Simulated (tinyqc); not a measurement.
Starting guesses with DIIS over 6 matrices: SCF starting guesses in the sto-3g basis, for H3O+, spin multiplicity 1. Computed by the program tinyqc with PySCF. 

Geometry (angstrom):
```
atom        x        y       z
O      0.0000   0.0000  0.1480
H      1.2010   0.0000  0.0000
H     -0.6000   1.0400  0.0000
H     -0.6000  -1.0400  0.0000
```

lowest restricted solution found by these runs and by PySCF = -75.215342 hartree

RHF with one setting changed at a time; a run stops when the energy changes by less than 1e-09 hartree and the error matrix is below 1e-5. Starts: the lowest orbitals of the core Hamiltonian, of the Wolfsberg-Helmholz matrix (K = 1.75), projected atomic densities, random orbitals, and the highest orbitals of the core Hamiltonian (a deliberately bad start).

Largest element of the error matrix X^T (FDS - SDF) X:
```
iteration     core  Wolfsberg-Helmholz  atomic densities   random  highest core orbitals
1          5.6e-01             4.3e-01           7.3e-01  1.5e+01                1.6e-01
2          4.3e-01             1.5e-01           3.8e-01  6.3e-01                5.9e-01
3          3.8e-02             3.6e-02           2.6e-02  3.1e-01                6.0e-01
4          1.4e-02             7.1e-03           6.3e-03  1.9e-02                6.0e-01
5          4.9e-03             8.3e-04           5.5e-04  8.1e-03                6.0e-01
6          4.6e-04             8.2e-05           4.1e-05  2.1e-03                5.8e-01
8          1.3e-06             4.2e-08           4.6e-08  7.3e-05                1.8e-01
10               -                   -                 -  1.6e-06                9.0e-03
14               -                   -                 -        -                1.9e-05
```

How each run ends:
```
run                    iterations  E (hartree)         state
core                            8   -75.215342  lowest found
Wolfsberg-Helmholz              8   -75.215342  lowest found
atomic densities                8   -75.215342  lowest found
random                         10   -75.215342  lowest found
highest core orbitals          15   -75.215342  lowest found
```

5 of 5 runs reach the lowest restricted solution found, in 8 to 15 iterations (fastest: core, Wolfsberg-Helmholz, atomic densities). The first errors are 6e-01, 4e-01, 7e-01, 2e+01, 2e-01; the deliberately bad start has the smallest one, so a small first error does not mark a good start.
